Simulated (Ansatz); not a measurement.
## Which is lower?

Two relaxed structures of NaSiNH3, doublet (PBE0-D4/def2-TZVP; forces vanish, vibrations not checked).

A:

N1  (-0.168, -0.829, -0.519)
Si2  (0.209, 0.802, -0.334)
Na3  (0.698, -1.511, 1.307)
H4  (-0.709, -1.088, -1.333)
H5  (-0.920, 1.801, -0.175)
H6  (0.890, 0.824, 1.053)
(Å)

B:

```tsv
atom	x (Å)	y (Å)	z (Å)
N1	-0.1256	0.8910	0.0588
Si2	-0.4750	-0.8030	0.0722
Na3	1.6086	-2.6730	0.6046
H4	-0.9921	-0.9142	-1.3526
H5	-0.3018	1.5065	-0.7172
H6	0.2450	1.3754	0.8584
```

Computed with Ansatz 0.2.0 (basis: def2-TZVPP); correlated methods freeze the cores; orbitals are unrestricted. The outer core shell of Li, Na, Mg and K is correlated. The def2 sets are not built for correlating such inner shells, so the correlated values are less sure here. B3LYP uses VWN-RPA correlation.

(1) Which structure is lower at CCSD(T), and by how much? (An estimate is asked for; the value comes from the calculation.)

(2) Do the other methods give the same order? (Judge from chemistry; the calculation decides.)

T1 diagnostic: at most 0.025. ⟨S²⟩ of the unrestricted Hartree–Fock references: 0.77 to 0.83 (a pure state has 0.75). The unrestricted reference is spin-contaminated, which hurts MP2 most.

Results:

(1) By the calculation: A, by 0.036 eV (electronic energy, against the other); a gap this small isn't resolved in one triple-zeta basis. By their contacts, A is NaSiNH₃ ([H]1[Na]2[NH][SiH]12) and B is NaSiNH₃ ([NH2][SiH][Na]).

(2) The calculation gives: Not all: PBE-D4, PBE0-D4, B3LYP-D4, wB97M-V, HF give the other order.

```
   method  E(B) − E(A) (eV)
   PBE-D4            -0.218
r2SCAN-D4             0.033
  PBE0-D4            -0.155
 B3LYP-D4            -0.149
  wB97M-V            -0.040
       HF            -0.083
      MP2             0.169
     CCSD             0.007
  CCSD(T)             0.036
```

Labels in which every atom is bracketed show which atoms are joined, not bond orders.

For scale, one of the runs: CCSD(T)/def2-TZVPP, 147 basis functions, launched by `ansatz run in.yaml --threads 2 --pin off --events-out ev --progress --plain --max-ram 4352MiB`. Time: 81 s of wall clock on 2 CPU threads of an Arm Neoverse V2; the host was shared. Peak host memory: 2.2 GiB.
